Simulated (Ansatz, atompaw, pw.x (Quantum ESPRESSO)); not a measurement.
# From atom to crystal: PAW (atompaw) potential for silicon

| Property | Result |
| --- | --- |
| Element | silicon (Si) |
| Generator | atompaw 4.2.0.5 |
| Type | PAW |
| Functional | PBE |
| Relativity | scalar-relativistic |
| Frozen core | [Ne] |
| Valence charge | 4 |
| Reference configuration | 3s2 3p2 |
| Partial waves | 3s (bound): rc 2.45 bohr; 3s channel at 3.45 Ry: rc 1.65 bohr; 3p (bound): rc 2.45 bohr; 3p channel at 3.15 Ry: rc 2.45 bohr; 3d channel at -0.1 Ry: rc 2.45 bohr |
| Local potential | bessel scheme, radius 2.35 bohr |
| Core correction | smooth core density matched at 1.80 bohr |
| Augmentation charge | gaussian compensation charge, radius 2.04 bohr; PAW radius 2.45 bohr; waves and projectors: custom polynom2 7 10 vanderbiltortho |

Atomic tests: cutoffs needed: 12 Ry and 25 Ry (the cutoffs (Ry, on a coarse ladder) from which the occupation-weighted sum of valence levels, in a spherical-Bessel basis at the reference potential, stays within 10 and 1 mRy of its value at 400 Ry); ghost test: no extra level below or beside the all-electron valence levels (s, p, d, f tested) (spherical-Bessel basis up to 400 Ry, 20 bohr box); lowest eigenvalue of the overlap operator: 0.64 (s channel).

Crystal test: diamond Si in pw.x 7.5, no spin, 8³ k-points, Fermi–Dirac smearing 0.01 Ry, cutoffs 40/400 Ry. The reference is all-electron LAPW (Ansatz 0.2.0) with the same functional, mesh and smearing; V0 and B0 come from Birch–Murnaghan fits to the pressures at five volumes. Errors are pseudo minus all-electron; Δ is the rms difference of the E(V) curves that follow from these fits, minima aligned, over ±6 % about the mean V0. Mesh and smearing are coarse, so the numbers serve the comparison and aren't converged zero-temperature values; the lattice is a test structure that the element need not adopt.

```tsv
V (Å³/atom)	P all-electron (GPa)	P pseudo (GPa)
19.440	5.01	6.62
19.951	2.31	3.77
20.463	-0.05	1.28
20.975	-2.12	-0.90
21.486	-3.93	-2.80
```

All-electron: a0 = 5.469 Å (V0 = 20.45 Å³/atom), B0 = 88.5 GPa.

Pseudopotential: mean pressure error (GPa): +1.35; a0 (Å): 5.496; a0 error (%): +0.49; B0 error (%): -1.3; Δ (meV/atom): 5.9. The largest radius (2.45 bohr) exceeds half the bond length (2.24 bohr), so the spheres overlap, which is one possible source of error among others. This is a poor potential for the solid.

Question: At the middle volume, how do free energy and pressure move when the wave cutoff is lowered (ecutrho held at 400 Ry)?

Answer:

```csv
cutoff (Ry),shift of F (meV/atom),shift of P (GPa)
18,+34.6,-0.39
24,+11.6,-0.28
32,+3.0,-0.01
```

The run at the middle volume (29 k-points, 9 iterations) took about 8.4 s on one core of a shared host (Intel(R) Xeon(R) 6975P-C, 192 threads, 378 GiB, load 54).
